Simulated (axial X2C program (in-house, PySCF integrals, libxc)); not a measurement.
# Linear BCO⁺ at several levels

The task here is to estimate one member of a computed series from the others.

The runs use an in-house X2C program for linear molecules on PySCF integrals; all-electron X2C, two-component (2c) or spin-free, B dyall-v3z, C dyall-v3z, O dyall-av3z.

All values are calculated.

2 further runs of the same task are left out: 2 set aside as unsound or not needed.

Set-up of the first run:

The input, task.json:

```json
{"zs": [5, 6, 8], "q": 1, "bas": ["dyall-v3z", "dyall-v3z", "dyall-av3z"], "r0": [1.55, 1.13], "symm": 0, "scan": ["PBE0", "HF", "PBE"], "levels": ["PBE0", "HF", "PBE"], "nst": 2}
```

Keys: zs atomic numbers; q charge; bas basis sets; r0 starting distance in Å; symm equal bonds; scan levels of the two-bond scan; levels methods; nst determinants followed.

On the command line:

```sh
python solin.py task.json out
```

Masses B 11.009, C 12.000, O 15.995 u.

Among the steps run: Scan at PBE0, 2c; Scan at HF, 2c; Scan at PBE, 2c.

One table of the session follows, with a row left open; its other results are not shown here.

| level | r(B–C) (Å) | r(C–O) (Å) | lower stretch (cm⁻¹) | upper stretch (cm⁻¹) |
| --- | --- | --- | --- | --- |
| PBE0, 2c | 1.497 | 1.124 | 974.3 | 2267.4 |
| HF, 2c | 1.523 | 1.092 | 915.3 | 2480.2 |
| PBE, 2c | 1.501 | 1.141 | 955.9 | 2149.9 |
| PBE0, spin-free | ? | ? | ? | ? |
| HF, spin-free | 1.523 | 1.092 | 915.7 | 2480.3 |
| PBE, spin-free | 1.500 | 1.141 | 956.2 | 2149.4 |

Q: Estimate the row for PBE0, spin-free from the others.

The run gave: r(B–C) (Å): 1.497; r(C–O) (Å): 1.124; lower stretch (cm⁻¹): 974.6; upper stretch (cm⁻¹): 2266.9.

Scans not shown above were run alike.

To keep in mind: The molecule was held linear; bending was not examined, so a bent shape may lie lower. Note: functional without a current term on a determinant with orbital currents, of the molecule or an atom.
